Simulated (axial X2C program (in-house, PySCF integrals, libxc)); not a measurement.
**Which molecule gave these maps?**

PBE0 fields computed with an in-house all-electron X2C program for linear molecules (integrals from PySCF), spin-free, near the equilibrium distance, one atom at z = 0.

The maps cover the half plane through the axis: z from -2.4 to 3.6 Å along the bond, ρ from 0.15 to 2.25 Å away from it.

log10 of the density in e/bohr³:

```
 ρ\z  -2.4  -1.8  -1.2  -0.6   0.0   0.6   1.2   1.8   2.4   3.0   3.6
0.15  -4.3  -3.1  -1.9  -0.6   0.7  -0.5   0.1  -0.9  -1.6  -2.6  -3.7
0.45  -4.4  -3.2  -2.0  -0.9  -0.5  -0.7  -1.0  -1.1  -1.7  -2.7  -3.7
0.75  -4.6  -3.4  -2.3  -1.4  -1.0  -1.2  -1.4  -1.5  -2.0  -2.9  -3.9
1.05  -4.8  -3.7  -2.7  -1.9  -1.6  -1.7  -1.8  -1.9  -2.4  -3.2  -4.1
1.35  -5.1  -4.1  -3.2  -2.5  -2.3  -2.3  -2.3  -2.4  -2.8  -3.5  -4.4
1.65  -5.4  -4.5  -3.7  -3.1  -2.9  -2.9  -2.9  -2.9  -3.3  -3.9  -4.7
1.95  -5.8  -4.9  -4.2  -3.7  -3.5  -3.4  -3.4  -3.5  -3.8  -4.4  -5.1
2.25  -6.2  -5.4  -4.7  -4.3  -4.1  -4.0  -4.0  -4.0  -4.3  -4.8  -5.5
```

Electron localisation function (collinear form, no current term, damped to 0 at low density):

```
 ρ\z  -2.4  -1.8  -1.2  -0.6   0.0   0.6   1.2   1.8   2.4   3.0   3.6
0.15  0.00  0.30  0.92  0.97  0.82  0.94  0.83  0.47  1.00  0.99  0.10
0.45  0.00  0.22  0.88  0.96  0.66  0.89  0.07  0.86  1.00  0.98  0.06
0.75  0.00  0.10  0.76  0.90  0.78  0.75  0.52  0.96  0.99  0.94  0.02
1.05  0.00  0.02  0.49  0.75  0.60  0.49  0.49  0.92  0.97  0.74  0.00
1.35  0.00  0.00  0.17  0.42  0.31  0.22  0.32  0.78  0.87  0.21  0.00
1.65  0.00  0.00  0.02  0.12  0.10  0.08  0.14  0.43  0.39  0.01  0.00
1.95  0.00  0.00  0.00  0.01  0.02  0.02  0.04  0.08  0.03  0.00  0.00
2.25  0.00  0.00  0.00  0.00  0.00  0.00  0.00  0.00  0.00  0.00  0.00
```

Axial spin density in 10⁻³ e/bohr³:

```
 ρ\z  -2.4  -1.8  -1.2  -0.6    0.0   0.6   1.2    1.8   2.4  3.0  3.6
0.15   0.0  -0.1  -0.6   4.0  273.2  24.4  45.4  106.8  26.7  2.7  0.2
0.45   0.0   0.0  -0.1  13.1  172.8  40.1  21.3   67.9  18.5  2.1  0.2
0.75   0.0   0.0   0.2   8.4   51.3  25.6  18.4   29.4   9.5  1.3  0.1
1.05   0.0   0.0   0.2   3.3   13.6  10.4   8.5   10.3   3.9  0.7  0.1
1.35   0.0   0.0   0.1   1.1    3.5   3.4   3.1    3.2   1.4  0.3  0.0
1.65   0.0   0.0   0.1   0.3    0.9   1.1   1.0    1.0   0.5  0.1  0.0
1.95   0.0   0.0   0.0   0.1    0.2   0.3   0.3    0.3   0.1  0.0  0.0
2.25   0.0   0.0   0.0   0.0    0.1   0.1   0.1    0.1   0.0  0.0  0.0
```

Which molecule is it?
A. BN⁺
B. AlF⁺
C. AlH⁺
D. BO⁺

A. BN⁺, with N at z = 0 and B at z = 1.371 Å, state M_S = 3/2, Λ = 0 (beyond evenly filled blocks: σα, π+α, π-α), basis N dyall-av3z [7s7p3d2f], B dyall-v3z [7s6p2d1f] (cores contracted in-house). One determinant describes the state; a PBE0 search over occupations chose it and may have missed a lower one. Other states lie close and PBE0, whose exact exchange favours high spin, may order them wrongly; the determinant shown need not be the ground state. The nearest other spin-free determinant of the search, M_S = 1/2, Λ = 0, lies 0.32 eV up at the distance of the search.
